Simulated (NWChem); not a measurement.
tert-butyl cation (C4H9 cation); SMILES C[C+](C)C

All runs: NWChem. Level PBE/def2-SVP: optimisations from one semi-empirical or force-field start; each run changes one setting, and all end within 0.3 mHa of each other.

| setting | optimisation steps |
|---|---|
| redundant internal coordinates, default thresholds | 5 |
| trust radius 0.05 | 5 |
| symmetry off | 7 |
| loose thresholds | 3 |
| Cartesian coordinates | 7 |
